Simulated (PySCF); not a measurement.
## SH: frontier orbitals

PBE at R = 1.346 Å; H x2c-TZVPPall, S x2c-TZVPPall; spin-free X2C with a Gaussian nucleus (PySCF 2.14). State: ²Π (doublet), unpaired electrons π ↑. Only the outer orbitals are listed, counted within each symmetry.

```csv
spin,orbital,occ.,ε (eV),on H (%),main shells (%)
α,4σ,1,-18.29,13,"85 S s, 12 H s"
α,5σ,1,-10.09,28,"59 S p, 28 H s, 11 S s"
α,2π,1,-7.73,1,99 S p
α,2π,1,-6.43,1,99 S p
α,6σ,0,-0.35,76,"79 H s, 27 S p"
α,7σ,0,3.87,70,"72 H s, 30 S d"
α,3π,0,6.40,12,"88 S d, 12 H p"
β,4σ,1,-17.40,15,"82 S s, 14 H s"
β,5σ,1,-9.76,29,"56 S p, 29 H s, 14 S s"
β,2π,1,-6.08,1,99 S p
β,2π,0,-5.66,1,99 S p
β,6σ,0,-0.07,77,"80 H s, 27 S p"
β,7σ,0,4.19,71,"72 H s, 29 S d"
```

Problem. Which are the highest filled and the lowest empty level, where do they sit, and how wide is the gap?

Solution. Highest filled β 2π at -6.08 eV (in %: 99 S p); lowest empty β 2π at -5.66 eV (in %: 99 S p); the gap at PBE is 0.42 eV. Both belong to one degenerate shell, split only by its one-sided filling, so this is no excitation gap.

* bond order (Mayer): 1.02
* ⟨S²⟩: 0.754
* charge on H (Mulliken, basis-dependent): 0.12
* charge on H (Löwdin, basis-dependent): -0.21
* dipole moment (positive dipole means H(−)S(+)): -0.82 D
* polarisability along the bond: 19.8 bohr³
* polarisability across the bond: 13.6 bohr³

The state is the lowest determinant that a PBE0 search found; another state may lie lower at other levels.
